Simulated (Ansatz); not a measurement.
# CHOSi (sextet): wave-function methods side by side, def2-TZVPP

An exercise on one series of results from a longer session: the logs are not shown, and one member is left open.

The runs use Ansatz 0.2.0, Gaussian basis; def2-TZVPP, core rule «outside noble gas», up to 7 orbitals frozen.

To be run: UHF; ROHF; CCSD(T) on UHF.

## The geometry

The geometry is a PBE0/def2-TZVP stationary point (not a proven minimum) of the parent state, kept for this charge and spin.

4 atoms, charge 0, spin multiplicity 6.

Atoms are counted from 1 here; the program's logs count them from 0.

Bond lengths: C1–Si2 1.820 Å, C1–H4 1.084 Å, Si2–O3 1.530 Å. Angles: Si2–C1–H4 150.6°, C1–Si2–O3 122.3°.

Set-up of the first run:

The input, in.yaml:

```yaml
crystal:
  periodic: [false, false, false]
  atoms:
    - {symbol: C, position_ang: [0.000000, -0.231556, 1.642911]}
    - {symbol: Si, position_ang: [0.000000, 0.419511, -0.056146]}
    - {symbol: O, position_ang: [0.000000, -0.495400, -1.281834]}
    - {symbol: H, position_ang: [0.000000, -1.066454, 2.334393]}
basis:
  gaussian: {orbitals: def2-TZVPP}
magnetization: {spin_polarized: true, initial_magnetization: 5}
hamiltonian: {xc: hf}
output: {orbitals: {seedname: orbitals}}
```

On the command line:

```
> ansatz run in.yaml --threads 1 --pin off --events-out ev --progress --plain --max-ram 4096MiB --backend cpu
```

Among the steps run: UHF; ROHF; CCSD(T) on UHF.

One of the session's tables, all rows but one given; the rest of the session is left out.

It belongs to the step «Misses and costs». 

| method | from UCCSD(T) (kJ/mol) |
| --- | --- |
| ROHF | +1069.1 |
| UHF | +1033.5 |
| UMP2 | +129.8 |
| UCCSD | ? |
| UCCSD(T) | 0 |

**Question.** Estimate the row for UCCSD.

**Answer.** from UCCSD(T) (kJ/mol): +32.8. In the column «from UCCSD(T) (kJ/mol)» it lies between UCCSD(T) (0) and UMP2 (+129.8).
